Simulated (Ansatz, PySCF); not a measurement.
This PySCF input computes a PBE0/def2-TZVPD energy:

```python
from pyscf import gto, scf, dft

mol = gto.M(
    atom='''
    C     0.08837911    0.08579245    0.08813120
    H    -0.59583251   -0.58847006    0.64981294
    H     0.64811021   -0.59179503   -0.59439216
    H    -0.58255235    0.66551036   -0.58420799
    ''',
    basis='def2-tzvpd',
    charge=-1,
    spin=0,
    verbose=4,
)

mf = dft.RKS(mol, xc='pbe0').density_fit(auxbasis='def2-universal-jkfit')
mf.grids.level = 3
mf.conv_tol = 1e-9
mf.max_cycle = 100
mf.max_memory = 1500
mf.kernel()
if not mf.converged:
    mf = mf.newton()
    mf.kernel(mf.make_rdm1())
mf.analyze()
```

### Question
Write an input for the same energy in Ansatz (a first-principles code) and say what it gives.

### Answer

Ansatz 0.2 input:
```yaml
crystal:
  periodic: [false, false, false]
  atoms:
    - {symbol: C, position_ang: [0.08837911, 0.08579245, 0.08813120]}
    - {symbol: H, position_ang: [-0.59583251, -0.58847006, 0.64981294]}
    - {symbol: H, position_ang: [0.64811021, -0.59179503, -0.59439216]}
    - {symbol: H, position_ang: [-0.58255235, 0.66551036, -0.58420799]}
basis:
  gaussian:
    orbitals: def2-TZVPD
hamiltonian:
  xc: {name: PBE0}
total_charge: -1
output: {forces: true}
```
It gives -39.78933 Eh, and PySCF -39.78936 Eh, a difference of 0.03 mEh, from the treatment of integrals and grids.

Whether it binds its extra electron was not tested at this geometry.
